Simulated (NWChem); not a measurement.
# Correlation energy of ethylamine (C₂H₇N)

```xyz
10

C      1.1899     0.4470     0.0113
C      0.0408    -0.5497    -0.1004
N     -1.2484     0.1290     0.0017
H      2.1650    -0.0508    -0.1121
H      1.0940     1.2331    -0.7539
H      1.1922     0.9402     0.9989
H      0.1907    -1.3575     0.6509
H      0.0857    -1.0440    -1.0869
H     -2.0130    -0.5374    -0.1092
H     -1.3597     0.5299     0.9348
```
Charge 0, spin multiplicity 1.

Program: NWChem. Structure: optimised with B3LYP/def2-SVP, a minimum by its harmonic frequencies. It is one conformer; others weren't searched.

Basis set: STO-3G. Each correlation energy counts from its own Hartree-Fock reference.

The correlated methods keep 3 core orbitals frozen. Coupled-cluster values serve here as a point of comparison, not as the truth.

Q: Order these methods by the correlation energy they give, lowest first: MP2, SCS-MP2, CR-CCSD[T], CCSD.

A: CR-CCSD[T] (-202.4 mHa), CCSD (-201.4 mHa), SCS-MP2 (-167.7 mHa), MP2 (-150.1 mHa)
